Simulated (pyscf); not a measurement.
Elementary routes open to Cl–Ge•(Cl)–Cl + H₂O in the gas phase (doublet surface):
A. HO–Ge(Cl)(Cl)–Cl + H• (H–O broken; Ge–O formed)
B. HCl + HO–Ge•(Cl)–Cl (Cl–Ge, H–O broken; Cl–H, Ge–O formed)

PySCF, gas phase, ωB97X-D3(BJ)/def2-SVP geometries.

Rank the routes by free-energy barrier at 600 K, lowest first, for ωB97M-D3(BJ)/def2-TZVP energies (ideal gas, 1 atm, RRHO with modes under 100 cm⁻¹ raised to 100, one conformer, R ln 2 for chiral ones without a mode under 150 cm⁻¹).

B (30.3 kcal/mol), A (50.7 kcal/mol)

Route B is the fastest of these, ahead of the next by 20.4 kcal/mol. The most stable products are those of B (ΔG = +5.6 kcal/mol), so kinetics and thermodynamics agree. At 1200 K B is still the fastest. A: On the reactant side the descent ends in a complex (not fully relaxed), 7.7 kcal/mol under the separated species and 44.1 kcal/mol under the saddle at ωB97X-D3(BJ)/def2-TZVP. B: On the reactant side the descent ends in an adduct with a Ge–O contact, 1.7 kcal/mol under the separated species and 14.7 kcal/mol under the saddle at ωB97X-D3(BJ)/def2-TZVP. On the product side the descent ends in a complex, 4.7 kcal/mol under the separated species and 7.6 kcal/mol under the saddle at ωB97X-D3(BJ)/def2-TZVP. Only these routes are compared; each barrier is that of the saddle found, and lower ones may exist. Elements up to Kr have no core potential and no relativistic terms here.
